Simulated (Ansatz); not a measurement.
# Molecular dynamics of AlH₃O

The input (input.yaml):

```yaml
crystal:
  periodic: [false, false, false]
  atoms:
    - { symbol: Al, position_ang: [0.198632, 0.094476, -0.441064] }
    - { symbol: O, position_ang: [0.832982, 0.11584, 1.304848] }
    - { symbol: H, position_ang: [0.703622, -0.343937, 2.152981] }
    - { symbol: H, position_ang: [1.706134, -0.150527, 0.356685] }
    - { symbol: H, position_ang: [-1.415272, 0.002748, -0.556048] }
basis:
  gaussian: { orbitals: def2-SVP }
hamiltonian:
  xc: pbe0
md:
  timestep: 0.5
  n_steps: 200
  ensemble: nve
  temperature: 100.0
  initial_velocities: maxwell_boltzmann
  seed: 2169
```

Command:

```bash
$ ansatz run input.yaml --threads 1 --pin off --max-ram 2048MiB --backend cpu --events-out ev --progress --plain --runs-dir out
```

It starts at the highest image of a converged band. Of that band: Beside the main top the profile has a ripple of under 15 meV (maxima at images 1, 4), which may be a very shallow well or noise. Neighbouring images differ by up to 1.7 eV, so the band resolves the path poorly. A vibrational analysis at the climbing image gives one clearly imaginary mode, 1484i cm⁻¹: a first-order saddle point.

Output, in part (one step line in 3, the closing report, with atoms numbered from 0):

```
md step     0: t =     0.00 fs  T =   100.0 K  F+E_penalty+E_count = -8681.39085150 eV  E_kin = 0.038778 eV  conserved = -8681.35207350 eV  (23 SCF iters)
md step     3: t =     1.50 fs  T =    55.1 K  F+E_penalty+E_count = -8681.37294530 eV  E_kin = 0.021359 eV  conserved = -8681.35158610 eV  (24 SCF iters)
md step     6: t =     3.00 fs  T =    37.9 K  F+E_penalty+E_count = -8681.36617268 eV  E_kin = 0.014681 eV  conserved = -8681.35149166 eV  (22 SCF iters)
md step     9: t =     4.50 fs  T =    76.7 K  F+E_penalty+E_count = -8681.38173457 eV  E_kin = 0.029751 eV  conserved = -8681.35198348 eV  (23 SCF iters)
md step    12: t =     6.00 fs  T =    49.4 K  F+E_penalty+E_count = -8681.37076360 eV  E_kin = 0.019156 eV  conserved = -8681.35160762 eV  (23 SCF iters)
md step    15: t =     7.50 fs  T =    55.8 K  F+E_penalty+E_count = -8681.37317419 eV  E_kin = 0.021641 eV  conserved = -8681.35153353 eV  (23 SCF iters)
md step    18: t =     9.00 fs  T =   110.6 K  F+E_penalty+E_count = -8681.39492569 eV  E_kin = 0.042900 eV  conserved = -8681.35202562 eV  (23 SCF iters)
md step    21: t =    10.50 fs  T =    91.2 K  F+E_penalty+E_count = -8681.38683901 eV  E_kin = 0.035356 eV  conserved = -8681.35148273 eV  (23 SCF iters)
md step    24: t =    12.00 fs  T =   137.6 K  F+E_penalty+E_count = -8681.40467398 eV  E_kin = 0.053376 eV  conserved = -8681.35129767 eV  (23 SCF iters)
md step    27: t =    13.50 fs  T =   316.0 K  F+E_penalty+E_count = -8681.47410473 eV  E_kin = 0.122529 eV  conserved = -8681.35157590 eV  (23 SCF iters)
md step    30: t =    15.00 fs  T =   577.7 K  F+E_penalty+E_count = -8681.57517616 eV  E_kin = 0.224003 eV  conserved = -8681.35117277 eV  (23 SCF iters)
md step    33: t =    16.50 fs  T =  1018.9 K  F+E_penalty+E_count = -8681.74754399 eV  E_kin = 0.395111 eV  conserved = -8681.35243328 eV  (23 SCF iters)
md step    36: t =    18.00 fs  T =  1318.9 K  F+E_penalty+E_count = -8681.86482847 eV  E_kin = 0.511425 eV  conserved = -8681.35340372 eV  (22 SCF iters)
md step    39: t =    19.50 fs  T =  1496.2 K  F+E_penalty+E_count = -8681.93125010 eV  E_kin = 0.580178 eV  conserved = -8681.35107226 eV  (21 SCF iters)
md step    42: t =    21.00 fs  T =  1894.4 K  F+E_penalty+E_count = -8682.08959221 eV  E_kin = 0.734610 eV  conserved = -8681.35498194 eV  (23 SCF iters)
md step    45: t =    22.50 fs  T =  1700.9 K  F+E_penalty+E_count = -8682.01159753 eV  E_kin = 0.659593 eV  conserved = -8681.35200481 eV  (22 SCF iters)
md step    48: t =    24.00 fs  T =  1650.1 K  F+E_penalty+E_count = -8681.99030886 eV  E_kin = 0.639888 eV  conserved = -8681.35042049 eV  (23 SCF iters)
md step    51: t =    25.50 fs  T =  2261.8 K  F+E_penalty+E_count = -8682.23008158 eV  E_kin = 0.877091 eV  conserved = -8681.35299044 eV  (21 SCF iters)
md step    54: t =    27.00 fs  T =  2675.6 K  F+E_penalty+E_count = -8682.39339273 eV  E_kin = 1.037526 eV  conserved = -8681.35586685 eV  (21 SCF iters)
md step    57: t =    28.50 fs  T =  2492.5 K  F+E_penalty+E_count = -8682.31599366 eV  E_kin = 0.966547 eV  conserved = -8681.34944690 eV  (21 SCF iters)
md step    60: t =    30.00 fs  T =  2881.0 K  F+E_penalty+E_count = -8682.47321228 eV  E_kin = 1.117184 eV  conserved = -8681.35602841 eV  (21 SCF iters)
md step    63: t =    31.50 fs  T =  2561.7 K  F+E_penalty+E_count = -8682.34575163 eV  E_kin = 0.993378 eV  conserved = -8681.35237408 eV  (22 SCF iters)
md step    66: t =    33.00 fs  T =  2276.7 K  F+E_penalty+E_count = -8682.23304246 eV  E_kin = 0.882870 eV  conserved = -8681.35017231 eV  (22 SCF iters)
md step    69: t =    34.50 fs  T =  2686.6 K  F+E_penalty+E_count = -8682.39574783 eV  E_kin = 1.041820 eV  conserved = -8681.35392787 eV  (21 SCF iters)
md step    72: t =    36.00 fs  T =  2695.1 K  F+E_penalty+E_count = -8682.39936456 eV  E_kin = 1.045104 eV  conserved = -8681.35426032 eV  (21 SCF iters)
md step    75: t =    37.50 fs  T =  2481.8 K  F+E_penalty+E_count = -8682.31325027 eV  E_kin = 0.962389 eV  conserved = -8681.35086144 eV  (21 SCF iters)
md step    78: t =    39.00 fs  T =  2621.7 K  F+E_penalty+E_count = -8682.37254757 eV  E_kin = 1.016648 eV  conserved = -8681.35589947 eV  (21 SCF iters)
md step    81: t =    40.50 fs  T =  1959.3 K  F+E_penalty+E_count = -8682.11104846 eV  E_kin = 0.759761 eV  conserved = -8681.35128751 eV  (22 SCF iters)
md step    84: t =    42.00 fs  T =  1640.8 K  F+E_penalty+E_count = -8681.98677401 eV  E_kin = 0.636267 eV  conserved = -8681.35050707 eV  (22 SCF iters)
md step    87: t =    43.50 fs  T =  1930.7 K  F+E_penalty+E_count = -8682.10325364 eV  E_kin = 0.748701 eV  conserved = -8681.35455248 eV  (21 SCF iters)
md step    90: t =    45.00 fs  T =  1700.5 K  F+E_penalty+E_count = -8682.01292742 eV  E_kin = 0.659426 eV  conserved = -8681.35350092 eV  (21 SCF iters)
md step    93: t =    46.50 fs  T =  1634.0 K  F+E_penalty+E_count = -8681.98447111 eV  E_kin = 0.633634 eV  conserved = -8681.35083745 eV  (22 SCF iters)
md step    96: t =    48.00 fs  T =  2170.4 K  F+E_penalty+E_count = -8682.19791094 eV  E_kin = 0.841642 eV  conserved = -8681.35626922 eV  (21 SCF iters)
md step    99: t =    49.50 fs  T =  1834.6 K  F+E_penalty+E_count = -8682.06287749 eV  E_kin = 0.711415 eV  conserved = -8681.35146274 eV  (22 SCF iters)
md step   102: t =    51.00 fs  T =  1750.0 K  F+E_penalty+E_count = -8682.02971182 eV  E_kin = 0.678633 eV  conserved = -8681.35107894 eV  (21 SCF iters)
md step   105: t =    52.50 fs  T =  2015.2 K  F+E_penalty+E_count = -8682.13747509 eV  E_kin = 0.781467 eV  conserved = -8681.35600790 eV  (22 SCF iters)
md step   108: t =    54.00 fs  T =  1478.7 K  F+E_penalty+E_count = -8681.92387724 eV  E_kin = 0.573406 eV  conserved = -8681.35047148 eV  (22 SCF iters)
md step   111: t =    55.50 fs  T =  1583.6 K  F+E_penalty+E_count = -8681.96828404 eV  E_kin = 0.614084 eV  conserved = -8681.35419971 eV  (22 SCF iters)
md step   114: t =    57.00 fs  T =  1666.8 K  F+E_penalty+E_count = -8682.00103878 eV  E_kin = 0.646341 eV  conserved = -8681.35469782 eV  (22 SCF iters)
md step   117: t =    58.50 fs  T =  1161.6 K  F+E_penalty+E_count = -8681.80070217 eV  E_kin = 0.450438 eV  conserved = -8681.35026450 eV  (22 SCF iters)
md step   120: t =    60.00 fs  T =  1341.1 K  F+E_penalty+E_count = -8681.87205288 eV  E_kin = 0.520058 eV  conserved = -8681.35199524 eV  (22 SCF iters)
md step   123: t =    61.50 fs  T =  1666.6 K  F+E_penalty+E_count = -8682.00278913 eV  E_kin = 0.646273 eV  conserved = -8681.35651581 eV  (21 SCF iters)
md step   126: t =    63.00 fs  T =  1157.4 K  F+E_penalty+E_count = -8681.79798335 eV  E_kin = 0.448822 eV  conserved = -8681.34916173 eV  (23 SCF iters)
md step   129: t =    64.50 fs  T =  1478.2 K  F+E_penalty+E_count = -8681.92769436 eV  E_kin = 0.573215 eV  conserved = -8681.35447936 eV  (21 SCF iters)
md step   132: t =    66.00 fs  T =  1669.2 K  F+E_penalty+E_count = -8682.00115898 eV  E_kin = 0.647286 eV  conserved = -8681.35387317 eV  (21 SCF iters)
md step   135: t =    67.50 fs  T =  1445.2 K  F+E_penalty+E_count = -8681.91107194 eV  E_kin = 0.560429 eV  conserved = -8681.35064263 eV  (21 SCF iters)
md step   138: t =    69.00 fs  T =  1734.6 K  F+E_penalty+E_count = -8682.02532120 eV  E_kin = 0.672633 eV  conserved = -8681.35268815 eV  (21 SCF iters)
md step   141: t =    70.50 fs  T =  1872.3 K  F+E_penalty+E_count = -8682.08298920 eV  E_kin = 0.726049 eV  conserved = -8681.35694048 eV  (21 SCF iters)
md step   144: t =    72.00 fs  T =  1252.9 K  F+E_penalty+E_count = -8681.83386817 eV  E_kin = 0.485857 eV  conserved = -8681.34801129 eV  (22 SCF iters)
md step   147: t =    73.50 fs  T =  1664.8 K  F+E_penalty+E_count = -8682.00231551 eV  E_kin = 0.645558 eV  conserved = -8681.35675756 eV  (21 SCF iters)
md step   150: t =    75.00 fs  T =  1443.0 K  F+E_penalty+E_count = -8681.91171264 eV  E_kin = 0.559565 eV  conserved = -8681.35214751 eV  (21 SCF iters)
md step   153: t =    76.50 fs  T =  1262.7 K  F+E_penalty+E_count = -8681.83986081 eV  E_kin = 0.489632 eV  conserved = -8681.35022928 eV  (21 SCF iters)
md step   156: t =    78.00 fs  T =  1748.0 K  F+E_penalty+E_count = -8682.03238653 eV  E_kin = 0.677835 eV  conserved = -8681.35455143 eV  (21 SCF iters)
md step   159: t =    79.50 fs  T =  1687.7 K  F+E_penalty+E_count = -8682.00878794 eV  E_kin = 0.654463 eV  conserved = -8681.35432470 eV  (21 SCF iters)
md step   162: t =    81.00 fs  T =  1438.6 K  F+E_penalty+E_count = -8681.90868293 eV  E_kin = 0.557851 eV  conserved = -8681.35083179 eV  (21 SCF iters)
md step   165: t =    82.50 fs  T =  1635.1 K  F+E_penalty+E_count = -8681.98958977 eV  E_kin = 0.634060 eV  conserved = -8681.35552934 eV  (21 SCF iters)
md step   168: t =    84.00 fs  T =  1153.2 K  F+E_penalty+E_count = -8681.79797635 eV  E_kin = 0.447185 eV  conserved = -8681.35079126 eV  (21 SCF iters)
md step   171: t =    85.50 fs  T =  1091.8 K  F+E_penalty+E_count = -8681.77413617 eV  E_kin = 0.423368 eV  conserved = -8681.35076824 eV  (21 SCF iters)
md step   174: t =    87.00 fs  T =  1521.2 K  F+E_penalty+E_count = -8681.94473070 eV  E_kin = 0.589896 eV  conserved = -8681.35483427 eV  (21 SCF iters)
md step   177: t =    88.50 fs  T =  1321.8 K  F+E_penalty+E_count = -8681.86572982 eV  E_kin = 0.512574 eV  conserved = -8681.35315551 eV  (21 SCF iters)
md step   180: t =    90.00 fs  T =  1242.7 K  F+E_penalty+E_count = -8681.83392898 eV  E_kin = 0.481896 eV  conserved = -8681.35203252 eV  (22 SCF iters)
md step   183: t =    91.50 fs  T =  1415.8 K  F+E_penalty+E_count = -8681.90474335 eV  E_kin = 0.549005 eV  conserved = -8681.35573832 eV  (21 SCF iters)
md step   186: t =    93.00 fs  T =   846.9 K  F+E_penalty+E_count = -8681.67843528 eV  E_kin = 0.328410 eV  conserved = -8681.35002543 eV  (22 SCF iters)
md step   189: t =    94.50 fs  T =   927.9 K  F+E_penalty+E_count = -8681.71173138 eV  E_kin = 0.359837 eV  conserved = -8681.35189448 eV  (22 SCF iters)
md step   192: t =    96.00 fs  T =  1208.8 K  F+E_penalty+E_count = -8681.82436045 eV  E_kin = 0.468742 eV  conserved = -8681.35561854 eV  (21 SCF iters)
md step   195: t =    97.50 fs  T =   956.4 K  F+E_penalty+E_count = -8681.71993008 eV  E_kin = 0.370862 eV  conserved = -8681.34906806 eV  (22 SCF iters)
md step   198: t =    99.00 fs  T =  1453.4 K  F+E_penalty+E_count = -8681.92006344 eV  E_kin = 0.563593 eV  conserved = -8681.35647012 eV  (21 SCF iters)
md step   200: t =   100.00 fs  T =  1443.2 K  F+E_penalty+E_count = -8681.91467573 eV  E_kin = 0.559649 eV  conserved = -8681.35502712 eV  (21 SCF iters)
Total energy: -8681.91470054 eV, -319.0544804316 hartree
Atom 0 at    -0.044607     0.132422    -1.067226 Å, force    -0.328475     0.030997     0.486000 eV/Å
Atom 1 at     1.244563    -0.051122     2.148781 Å, force    -0.575898     1.768273    -1.178578 eV/Å
Atom 2 at     1.337583    -0.235221     3.068349 Å, force     0.135444    -0.438923     1.143758 eV/Å
Atom 3 at     0.925540     0.888544     2.167976 Å, force     0.388317    -1.300708    -0.099920 eV/Å
Atom 4 at    -1.290379     0.489280     0.083094 Å, force     0.380612    -0.059639    -0.351261 eV/Å
Dipole moment:     0.005097     0.211911     0.401509 e Å
```

All steps were run. The conserved energy stayed within 0.98 meV per atom of its start (net change -0.59 meV per atom), so the integration is sound. The kinetic energy rose, since the run started high on the potential surface and went downhill. It ends in pieces (AlH + H2O), so much of that is their flight and rotation, not heat. A run of 0.1 ps of so small a system gives no equilibrium averages. The orbitals stay closed-shell, which can raise the energy where a bond breaks towards radicals; this wasn't checked here.

Between its relaxed ends the band would form O2–H4 and break Al1–H4. These pairs go: O2–H4 1.32 → 0.99 Å, Al1–H4 1.72 → 3.46 Å. In the last frame they stand as after the step (other bonds may differ from the relaxed reactants and products). Also parted: Al1–O2 1.86 → 3.47 Å. It ends as AlH + H2O. Pairs count as bonded within 1.25 times the sum of covalent radii (0.12 Å more for H–H).

Last frame:

```xyz
5
Properties=species:S:1:pos:R:3
Al -0.045 0.132 -1.067
O 1.245 -0.051 2.149
H 1.338 -0.235 3.068
H 0.925 0.888 2.168
H -1.290 0.489 0.083
```

The run took 2.7 min on 1 thread of Arm Neoverse V1, with other jobs on the host, peak memory 0.086 GiB.
